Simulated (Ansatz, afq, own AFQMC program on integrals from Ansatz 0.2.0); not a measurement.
**Breaking C3–N2 in C₂H₅N, singlet**

```csv
atom,x (Å),y (Å),z (Å)
C,-0.7147,0.7527,-0.7923
N,0.4425,0.3112,-0.5547
C,0.6268,-0.5647,0.5666
H,-1.6048,0.5005,-0.1781
H,-0.8762,1.4255,-1.6474
H,-0.2991,-0.7744,1.1405
H,1.0500,-1.5204,0.2165
H,1.3756,-0.1304,1.2489
```

Products: CH₃ (doublet; CH3) and CH₂N (doublet; CH2–N), each relaxed with PBE0/def2-SVP like the molecule; electronic energies without zero-point terms. Determinants: RHF, UHF and ROHF in that order.

Basis def2-TZVP. Only valence electrons are correlated. AFQMC by an in-house program on the Cholesky factors that Ansatz 0.2.0 writes for its CCSD(T) run. ph-AFQMC/CISD is guided by a CISD state made of CCSD amplitudes; releasing the constraint for a short imaginary time cuts its bias at the price of noise, slowly where states lie close. ± is one standard error of the sampling. The errors of all members are added in quadrature.

No full CI on the walks' own integrals is used here. The released AFQMC energy serves as the reference, which it does only where one determinant dominates, the energy is flat over the last release times and near the phaseless one (40 meV or 2 meV an electron, half that with transition metals). On small molecules, where full CI could be run and the noise was under 10 meV, such values lay within 10 meV of it in 19 cases of 20, a flattering rate, since the rule was set on those same cases; what remains of the bias isn't in the error bar. Each member takes its own surest rung, up to full CI.

Errors are counted within def2-TZVP, not against nature.

Cautions: C₂H₅N (singlet): the released value is read at 1.50 1/Eh with a noise of 11 meV, more than in the cases checked (meV from the phaseless value at times in 1/Eh: -3 ± 6 at 0.24, -6 ± 9 at 0.51, -2 ± 9 at 0.99, 14 ± 11 at 1.50); CH2N (doublet): its ph-AFQMC/CISD value lies 16 ± 5 meV above CCSDT(Q).

```tsv
level	bond energy (kJ/mol)
HF	204.7
CCSD	308.1
```

Question: From these cheaper values, estimate the bond energy at the reference level in def2-TZVP.

Answer: 316.5 ± 1.1 kJ/mol (AFQMC with the constraint released in def2-TZVP).

```
        level  bond energy (kJ/mol)  error against released AFQMC (kJ/mol)
          MP2                 351.1                             34.6 ± 1.1
      CCSD(T)                 319.3                              2.9 ± 1.1
ph-AFQMC/CISD           319.5 ± 0.8                              3.1 ± 1.3
```

Correlation beyond CCSD(T) takes off 2.9 ± 1.1 kJ/mol. The perturbative (T) step is worth +11.3 kJ/mol.

A walk keeps the symmetry of its determinant, which the program's search chose and which needn't be the lowest solution, so a lower state of the same spin and another symmetry isn't excluded. Released energies are given only where the last usable release times agree within the noise; a slower fall can still hide under it.
